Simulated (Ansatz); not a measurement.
Geometry optimisation, RKS BLYP/6-31G* (Ansatz).

The input (input.yaml):

```yaml
crystal:
  periodic: [false, false, false]
  atoms:
    - { symbol: Si, position_ang: [0.288677, 0.03906, -0.104106] }
    - { symbol: F, position_ang: [0.197607, -0.099974, 1.504796] }
    - { symbol: H, position_ang: [1.756372, 0.022615, -0.419854] }
    - { symbol: H, position_ang: [-0.271588, 1.333074, -0.579389] }
    - { symbol: H, position_ang: [-0.324719, -1.140199, -0.785072] }
    - { symbol: O, position_ang: [-2.439763, 0.057664, 0.829781] }
    - { symbol: H, position_ang: [-2.745628, -0.868539, 0.726878] }
    - { symbol: H, position_ang: [-1.911958, 0.0266, 1.670265] }
basis:
  gaussian: { orbitals: "6-31G*" }
hamiltonian:
  xc: blyp
relax:
  f_tol: 0.03
  max_steps: 50
output:
  orbitals: {}
```

Run as:

```bash
$ ansatz run input.yaml --threads 1 --pin off --max-ram 2048MiB --backend cpu --events-out ev --progress --plain --runs-dir out
```

Q: Where does it end, and by what steps?

A: It converged. After 7 steps the energy has fallen by 0.034 eV; O6 moved furthest, 0.24 Å.

| step | energy less start (eV) | largest force component (eV/Å) | accepted |
| --- | --- | --- | --- |
| 0 | 0.0000 | 0.858 | yes |
| 1 | -0.0176 | 0.491 | yes |
| 2 | -0.0250 | 0.508 | yes |
| 3 | -0.0270 | 0.581 | yes |
| 4 | -0.0294 | 0.435 | yes |
| 5 | -0.0331 | 0.189 | yes |
| 6 | -0.0340 | 0.041 | yes |
| 7 | -0.0342 | 0.022 | yes |

```xyz
8
Properties=species:S:1:pos:R:3
Si 0.373 0.051 -0.161
F 0.133 -0.114 1.457
H 1.855 0.021 -0.373
H -0.169 1.354 -0.637
H -0.240 -1.102 -0.883
O -2.643 0.037 0.958
H -2.860 -0.917 0.883
H -1.899 0.040 1.598
```

Time of the run: 14 s on 1 thread of Arm Neoverse V1, on a shared host, peak memory 0.12 GiB.
